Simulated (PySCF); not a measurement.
**Choosing a basis for TDDFT**

HSiF (singlet state).
Bonds: F1–Si2. Hydrogens: H3 on Si2.

TDDFT with PBE0 (PySCF), vertical singlets, core orbitals frozen in the response, spherical d and f functions. Geometry: PBE0-D3(BJ)/def2-SVP; no solvent, vibrations or thermal averaging.

| basis | functions | diffuse | S1 (eV) | S2 (eV) | S3 (eV) | S4 (eV) | S5 (eV) | LUMO (eV) | α (au) |
| --- | --- | --- | --- | --- | --- | --- | --- | --- | --- |
| 6-31G* | 34 | no | 2.98 | 6.02 | 7.16 | 7.92 | 8.45 | -2.53 | 24.3 |
| def2-SVP | 37 | no | 2.96 | 6.19 | 7.23 | 8.00 | 8.54 | -2.61 | 25.4 |
| 6-31+G* | 42 | yes | 2.94 | 5.55 | 6.49 | 7.30 | 7.53 | -2.81 | 27.3 |
| def2-SVPD | 55 | yes | 2.92 | 5.73 | 6.86 | 7.33 | 8.16 | -2.76 | 31.5 |
| aug-cc-pVDZ | 59 | yes | 2.88 | 5.46 | 6.29 | 7.12 | 7.17 | -2.82 | 32.4 |
| def2-TZVP | 74 | no | 2.94 | 5.66 | 7.31 | 8.04 | 8.15 | -2.71 | 28.9 |
| def2-TZVPD | 92 | yes | 2.93 | 5.49 | 6.60 | 7.27 | 7.77 | -2.76 | 32.7 |
| aug-cc-pVTZ | 119 | yes | 2.91 | 5.42 | 6.21 | 7.08 | 7.15 | -2.79 | 32.9 |

Question: How much do these states and the polarisability depend on the basis?

Answer: States are compared by their number. Against the largest diffuse basis here (aug-cc-pVTZ, itself not a converged limit), sets without diffuse functions differ by up to 0.07 eV in S1 and 1.39 eV in S5; the smaller diffuse sets differ by up to 0.03 and 1.01 eV. State by state, the largest deviation of a set without diffuse functions is S1 0.07, S2 0.77, S3 1.11, S4 0.96, S5 1.39 eV. The same number needn't mean the same state in each row. Against aug-cc-pVTZ the polarisability deviates by -26% in 6-31G*, -23% in def2-SVP, -17% in 6-31+G*, -4% in def2-SVPD, -2% in aug-cc-pVDZ, -12% in def2-TZVP, -1% in def2-TZVPD. A single + in a Pople set puts diffuse functions on heavy atoms only.
